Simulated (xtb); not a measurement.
Job for xtb: GFN-FF on BH3 (SMILES B).

```
$ xtb mol.xyz --gfnff --sp --chrg 0 --uhf 0
4

B     -0.00555317     0.00000000    -1.59887976
H      0.58455128    -1.03051800    -1.67949525
H      0.58455128     1.03051800    -1.67949525
H     -1.18903148     0.00000000    -1.47677217
```

**Question.** Predict the final total energy.

**Answer.** -0.3419 hartree.
